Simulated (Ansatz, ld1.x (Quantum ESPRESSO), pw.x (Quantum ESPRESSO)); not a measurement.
**pw.x on fcc Al: one setting changed**

Potential: PAW, ld1.x (Quantum ESPRESSO) 7.5, PBE; core [Ne], reference 3s2 3p0.5; waves: 3s (bound): rcut 1.65, rcutus 1.80 bohr; 3s channel at 1.8 Ry: rcut 1.65, rcutus 1.80 bohr; 3p (bound): rcut 2.00, rcutus 2.45 bohr; 3p channel at 0.55 Ry: rcut 2.00, rcutus 2.45 bohr; 3d channel at 0.45 Ry: rcut 1.95, rcutus 2.30 bohr; 3d channel at 2.65 Ry: rcut 1.95, rcutus 2.30 bohr; local part: all-electron potential smoothed inside 1.50 bohr (lloc = -2); core correction: Bessel-smoothed model core inside 1.00 bohr; augmentation: PSQ, inside the norm-conserving radii.

The reference run (k-mesh 14³, cutoffs 40/320 Ry, Fermi–Dirac 0.01 Ry, mixing_beta 0.4, conv_thr 1e-9, no spin) gives -0.06 GPa at 16.527 Å³/atom, where all-electron LAPW gives -0.17 GPa. This run, with its own iteration cap, changes ecutrho/ecutwfc to 16.

```
&control
  calculation='scf', prefix='x', pseudo_dir='./', outdir='./tmp', tstress=.true., disk_io='none'
/
&system
  ibrav=0, nat=1, ntyp=1, ecutwfc=40, ecutrho=640, nbnd=8,
  occupations='smearing', smearing='fd', degauss=0.01
/
&electrons
  conv_thr=1e-09, mixing_beta=0.4, electron_maxstep=60
/
ATOMIC_SPECIES
Al 1.0 Al.UPF
CELL_PARAMETERS angstrom
  0.00000000 2.02172157 2.02172157
  2.02172157 0.00000000 2.02172157
  2.02172157 2.02172157 0.00000000
ATOMIC_POSITIONS crystal
Al 0.0000 0.0000 0.0000
K_POINTS automatic
14 14 14 0 0 0
```

```bash
pw.x < Al.scf.in > Al.scf.out
```

Question: How does the run end?

Answer: It converges in 8 iterations; the free energy moves by -0.1 meV/atom and the pressure by +0.00 GPa. The result is that of the reference run.

```
Message from routine setup:
     using ibrav=0 with symmetry is DISCOURAGED, use correct ibrav instead
     lattice parameter (alat)  =       5.4030  a.u.
     unit-cell volume          =     111.5297 (a.u.)^3
     number of electrons       =         3.00
     number of Kohn-Sham states=            8
     kinetic-energy cutoff     =      40.0000  Ry
     charge density cutoff     =     640.0000  Ry
     scf convergence threshold =      1.0E-09
     Exchange-correlation= SLA  PW   PBX  PBC
     number of k points=   104  Fermi-Dirac smearing, width (Ry)=  0.0100
     iteration #  1     ecut=    40.00 Ry     beta= 0.40
     total energy              =     -39.50692304 Ry
     estimated scf accuracy    <       0.01234629 Ry
     iteration #  2     ecut=    40.00 Ry     beta= 0.40
     total energy              =     -39.50573898 Ry
     estimated scf accuracy    <       0.00417086 Ry
     iteration #  3     ecut=    40.00 Ry     beta= 0.40
     total energy              =     -39.50586177 Ry
     estimated scf accuracy    <       0.00000467 Ry
     [... 2 iterations left out ...]
     iteration #  6     ecut=    40.00 Ry     beta= 0.40
     total energy              =     -39.50588633 Ry
     estimated scf accuracy    <          4.7E-09 Ry
     iteration #  7     ecut=    40.00 Ry     beta= 0.40
     total energy              =     -39.50588633 Ry
     estimated scf accuracy    <          1.4E-09 Ry
     iteration #  8     ecut=    40.00 Ry     beta= 0.40
     the Fermi energy is     7.8868 ev
!    total energy              =     -39.50588633 Ry
     estimated scf accuracy    <          3.7E-12 Ry
     smearing contrib. (-TS)   =      -0.00207693 Ry
     The total energy is F=E-TS. E is the sum of the following terms:
     one-electron contribution =       3.16670201 Ry
     hartree contribution      =       0.00563683 Ry
     xc contribution           =     -13.73486038 Ry
     ewald contribution        =      -5.40030859 Ry
     one-center paw contrib.   =     -23.54097927 Ry
     convergence has been achieved in   8 iterations
          total   stress  (Ry/bohr**3)                   (kbar)     P=       -0.57
     Message from routine punch:
     Nothing written, as per user request (disk_io='none')
```

The run took about 14 s on one core of a shared host (Neoverse-V1, 32 threads, 247 GiB, load 10).
